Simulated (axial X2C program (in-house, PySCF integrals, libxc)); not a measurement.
## SiCN⁻: properties at the nuclei

Computed with an axial X2C code built on PySCF integrals: two-component X2C with atomic mean-field Coulomb and Gaunt terms, Gaussian nuclei, basis Si dyall-v3z, C dyall-v3z, N dyall-av3z with contracted cores.

Si–C–N held linear, with bonds 1.877 and 1.171 Å (near the PBE0 minimum at charge -1 of the determinant lowest at the starting distance; the state shown can have its own minimum elsewhere, held linear; other orders of the atoms were not compared).

Input and command:
```json
{"zs": [14, 6, 7], "q": -1, "bas": ["dyall-v3z", "dyall-v3z", "dyall-av3z"], "r0": [1.86, 1.16], "symm": 0, "scan": ["PBE0", "HF", "PBE"], "levels": ["PBE0", "HF", "TPSSh"], "nst": 2}
```
```bash
python solin.py task.json out
```

Keys: zs atomic numbers; q charge; bas basis sets; r0 starting distance in Å; symm equal bonds; scan levels of the two-bond scan; levels methods; nst determinants followed.

Determinant lowest in the PBE0 search, Ω = 1 (⟨Sz⟩ = 1.00, ⟨Lz⟩ = 0.00 at PBE0), spin on the atoms Si 0.96, C -0.11, N 0.15:

```tsv
level	Eeff magnitude (GV/cm)	Ws magnitude Si (kHz)	A∥/gI Si (MHz)	qzz Si (a.u.)	A∥/gI C (MHz)	qzz C (a.u.)	A∥/gI N (MHz)	qzz N (a.u.)
PBE0	0.0257	0.01	-78.9	-0.28	-9.56	-0.57	-10.1	-0.90
HF	0.0535	0.0212	-26.9	-0.19	-23.9	-0.68	12.3	-1.04
TPSSh	0.0256	0.00994	-34.6	-0.24	-4.86	-0.56	-11	-0.89
```

Determinant 0.72 eV from it at PBE0 and this distance, Ω = 0 (closed shell), highest spinor 78% Si p, 10% N p, 7% C d:

```csv
level,qzz Si (a.u.),qzz C (a.u.),qzz N (a.u.)
PBE0,-0.35,-0.56,-0.90
HF,-0.28,-0.70,-1.06
TPSSh,-0.33,-0.55,-0.88
```

Eeff is the effective electric field on the electron electric dipole moment in this Ω state and Ws the scalar–pseudoscalar constant of the nucleus named (defined with the proton number Z and per Ω); A∥ (defined per Ω) follows by multiplying with gI = μI/(I μN); qzz is the electric field gradient, eQq0 = 234.96 MHz × Q/barn × qzz. The operators were transformed with the bare-nucleus X2C matrices; with these basis sets, hyperfine constants and field gradients can be off by tens of per cent, and where levels differ in sign neither size nor sign is settled.

Task: With Q(14N) = 0.02044 barn (Q from Pyykkö, Mol. Phys. 2018), turn the PBE0 values of the first state into constants in MHz.

Result: eQq0(14N) = 234.96 × (0.02044) × (-0.90) = -4.32 MHz.

The molecule was held linear; bending was not examined, so a bent shape may lie lower.

Each state is one determinant with collinear spin, which with several unpaired electrons need not be a pure state. Unrestricted Hartree–Fock can overshoot spin polarisation at the nuclei. For an anion, determinants above electron detachment, or with a positive highest level, are held by the basis set. A closed determinant beside an open π² or δ² triplet, such as (π1/2)², mixes with its partner pair into the 0⁺ component of the triplet and ¹Σ⁺, so its energy is not that of a level, and 0⁺ can lie lowest. With several open shells hyperfine constants can be off by a factor of several. Where Eeff spreads by more than a factor of two the levels disagree and none is to be relied on. Open-shell Ω = 0 determinants with evenly filled partner blocks cannot be reached by this program, so the Ω shown need not be the lowest component. The search compared states at one distance, so a state with another bond length can lie lower. Where a field gradient or hyperfine factor spreads by more than a factor of two over the levels, a constant derived from it is not to be relied on. PBE0 term energies can be off by some tenths of an eV.
